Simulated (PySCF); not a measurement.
dichloromethane (CH₂Cl₂), SMILES ClCCl. Atoms are numbered in the order given.

```xyz
5

Cl    -1.4785     0.0000     0.2157
C      0.0000     0.0000    -0.7651
Cl     1.4785     0.0000     0.2157
H      0.0000    -0.9000    -1.3719
H      0.0000     0.9000    -1.3719
```
Charge 0, spin multiplicity 1.

Geometry optimised at r2SCAN-D4/def2-TZVP.

Method: PBE/def2-TZVPD in PySCF.

The molecule is in vacuum.

Computed frontier levels, gap, dipole moment and polarisability:
```
Property                                                                                                        Value
---------------------------------------------------------------------------------------------  ----------------------
highest occupied level                                                                                       -7.35 eV
lowest empty level                                                                                           -1.50 eV
orbital gap                                                                                                   5.85 eV
dipole moment                                                                                                  1.59 D
quadrupole, principal values (traceless, Buckingham form, about the centre of nuclear charge)   -3.17, 0.39, 2.78 D·Å
mean static polarisability                                                                       45.1 bohr³ (6.69 Å³)
polarisability, principal values                                                               36.7, 40.8, 57.9 bohr³
```
